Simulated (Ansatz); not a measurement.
A made-up structure of CH$_{2}$NS (charge -1), singlet:

```xyz
5
angstrom
N -0.1855 -0.9055 0.1057
C -0.3079 0.3745 -0.2783
S 1.2562 -1.2268 1.0627
H -1.1411 0.6770 -0.8595
H 0.4119 1.1073 -0.0165
```

It is relaxed with PBE-D4/def2-SVPD and then PBE0-D4/def2-TZVPD (Ansatz 0.2.0). Atoms count as bonded within 1.22 times the sum of their covalent radii (H–H: 0.88 Å). The end point is not checked to be a true minimum.

Question: Does its bonding change? (A judgement: the text doesn't fix the answer.)

Answer: Computed: No: no bond forms or breaks.

Where it ends: The first stage lowers the energy by 0.20 eV in 6 steps. It ends as CH₂NS ([CH2][N][S]), total charge -1:
N1  (-0.135, -0.837, 0.120)
C2  (-0.290, 0.366, -0.266)
S3  (1.210, -1.289, 1.049)
H4  (-1.172, 0.616, -0.864)
H5  (0.421, 1.171, -0.026)
(Å)

Labels in which every atom is bracketed show which atoms are joined, not bond orders.

For scale, one of the runs: PBE0-D4/def2-TZVPD relaxation, 138 basis functions, launched by `ansatz run in.yaml --threads 2 --pin off --events-out ev --progress --plain --max-ram 4352MiB`. Hardware: 2 CPU threads of an Arm Neoverse V2, shared host. Wall time about 15 s.
